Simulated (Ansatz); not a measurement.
# C3H3FS: the cost of one run

Program: Ansatz 0.2.0. Level of theory: RKS PBE/6-31G*. These are calculated values, not measurements.

## Step 1: Starting point

Bond lengths: C1–C2 1.266 Å, C2–S3 1.632 Å, C2–C4 1.368 Å, S3–C4 1.702 Å, C4–F5 1.439 Å, C1–H6 1.142 Å, C1–H7 1.105 Å, C4–H8 1.079 Å. Angles: C1–C2–S3 139.1°, C1–C2–C4 152.4°, S3–C2–C4 68.5°, C2–C1–H6 121.4°, C2–C1–H7 124.9°, H6–C1–H7 113.5°, C2–S3–C4 48.4°, C2–C4–S3 63.1°, C2–C4–F5 118.3°, C2–C4–H8 121.8°, S3–C4–F5 116.9°, S3–C4–H8 119.3°, F5–C4–H8 110.3°.

Coordinates:

```xyz
8

C     0.0001    1.3276    0.3120
C     0.2521    0.1278   -0.0050
S     1.5142   -0.7774   -0.5064
C    -0.0985   -1.1868   -0.1497
F    -0.9373   -1.5518   -1.2602
H    -1.0566    1.6601    0.5908
H     0.7256    2.1601    0.2619
H    -0.3075   -1.8167    0.7008
```

## Step 2: Relaxing end A

input.yaml reads:

```yaml
crystal:
  periodic: [false, false, false]
  atoms:
    - { symbol: C, position_ang: [0.0001, 1.3276, 0.312] }
    - { symbol: C, position_ang: [0.2521, 0.1278, -0.005] }
    - { symbol: S, position_ang: [1.5142, -0.7774, -0.5064] }
    - { symbol: C, position_ang: [-0.0985, -1.1868, -0.1497] }
    - { symbol: F, position_ang: [-0.9373, -1.5518, -1.2602] }
    - { symbol: H, position_ang: [-1.0566, 1.6601, 0.5908] }
    - { symbol: H, position_ang: [0.7256, 2.1601, 0.2619] }
    - { symbol: H, position_ang: [-0.3075, -1.8167, 0.7008] }
basis:
  gaussian: { orbitals: "6-31G*" }
hamiltonian:
  xc: pbe
relax:
  f_tol: 0.015
  max_steps: 40
```

On the command line:

```console
> ansatz run input.yaml --threads 1 --pin off --max-ram 2048MiB --backend cpu --events-out ev --progress --plain --runs-dir out
```

What time and memory should one allow on 1 thread of Arm Neoverse V2, shared host?

About 22 s, with a peak of 0.15 GiB.
